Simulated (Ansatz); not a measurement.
A made-up structure of C2H4N (charge -1), closed shell:

```json
{"atom": "C1", "x (Å)": "-0.5314", "y (Å)": "0.3374", "z (Å)": "-0.1753"}
{"atom": "C2", "x (Å)": "0.7063", "y (Å)": "-0.4541", "z (Å)": "0.2896"}
{"atom": "N3", "x (Å)": "1.0176", "y (Å)": "-0.7564", "z (Å)": "1.4421"}
{"atom": "H4", "x (Å)": "-1.1390", "y (Å)": "-0.2640", "z (Å)": "-0.8702"}
{"atom": "H5", "x (Å)": "-0.2298", "y (Å)": "1.2455", "z (Å)": "-0.7215"}
{"atom": "H6", "x (Å)": "-1.1393", "y (Å)": "0.6182", "z (Å)": "0.6917"}
{"atom": "H7", "x (Å)": "1.4069", "y (Å)": "-1.3510", "z (Å)": "2.1737"}
```

It is relaxed with PBE-D4/def2-SVPD and then PBE0-D4/def2-TZVPD (Ansatz 0.2.0). Atoms count as bonded within 1.22 times the sum of their covalent radii (H–H: 0.88 Å). The end point is not checked to be a true minimum.

(1) Does its bonding change? (Judge from chemistry; the calculation decides.)

## Answers

(1) Computed: No: no bond forms or breaks.

Where it ends: The first stage lowers the energy by 1.49 eV in 8 steps. It ends as C₂H₄N ([CH3][C][NH]), total charge -1:
C1  (-0.487, 0.303, -0.135)
C2  (0.712, -0.518, 0.325)
N3  (0.703, -0.694, 1.605)
H4  (-1.068, -0.272, -0.869)
H5  (-0.140, 1.201, -0.663)
H6  (-1.151, 0.604, 0.702)
H7  (1.522, -1.248, 1.865)
(Å)

Labels in which every atom is bracketed show which atoms are joined, not bond orders.

For scale, one of the runs: PBE0-D4/def2-TZVPD relaxation, 147 basis functions, launched by `ansatz run in.yaml --threads 2 --pin off --events-out ev --progress --plain --max-ram 4352MiB`. Hardware: 2 CPU threads of an Arm Neoverse V1, shared host. Wall time about 16 s.
